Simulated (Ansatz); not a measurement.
# AlH3O2: a nudged elastic band, and a look at its input

A nudged elastic band is wanted. The input is run as typed. The step meant is a 1,1-elimination at charge 0 and multiplicity 1, which changes O2–H3, Al1–O2, Al1–H3.

Program: Ansatz 0.2.0, Gaussian basis. Level of theory: PBE0-D4/def2-SVP. These are calculated values, not measurements.

## Step 1: The structure

```
Al   -0.1278   -0.3478   -0.2091
O     1.2906    0.2560    0.4940
H    -0.1999   -1.7452   -0.9242
O    -1.5266    0.5950   -0.1379
H     2.1233   -0.2121    0.4976
H    -1.5598    1.4541    0.2797
```

## Step 2: The run

Input file run/in.yaml:

```yaml
crystal:
  periodic: [false, false, false]
  atoms:
    - {symbol: Al, position_ang: [-0.127771, -0.347835, -0.209103]}
    - {symbol: O, position_ang: [1.290641, 0.256003, 0.493956]}
    - {symbol: H, position_ang: [-0.199893, -1.745163, -0.924242]}
    - {symbol: O, position_ang: [-1.526569, 0.595007, -0.137903]}
    - {symbol: H, position_ang: [2.123259, -0.212067, 0.497566]}
    - {symbol: H, position_ang: [-1.559767, 1.454057, 0.279727]}
basis:
  gaussian: {orbitals: def2-SVP}
hamiltonian: {xc: pbe0, dispersion: d4}
neb:
  images: 1
  climbing: true
  max_iterations: 30
  initial_path: idpp
  final_atoms:
    - {symbol: Al, position_ang: [-1.244735, -0.682857, -0.266699]}
    - {symbol: O, position_ang: [0.882556, -0.869110, 0.211366]}
    - {symbol: H, position_ang: [1.504930, -1.223838, -0.431440]}
    - {symbol: O, position_ang: [-0.765072, 0.970348, 0.096889]}
    - {symbol: H, position_ang: [0.995058, 0.097121, 0.258955]}
    - {symbol: H, position_ang: [-1.372837, 1.708334, 0.130928]}
```

Command:

```console
$ ansatz run in.yaml --threads 2 --pin off --events-out ev --progress --plain --max-ram 4352MiB
```

What does the calculation give? Wanted: this run.

**Answer**, as computed:

| quantity | value |
| --- | --- |
| this run | not converged |
| fault | one image |

**Reading.** One image cannot map a path; it gives at best a single point between the ends.
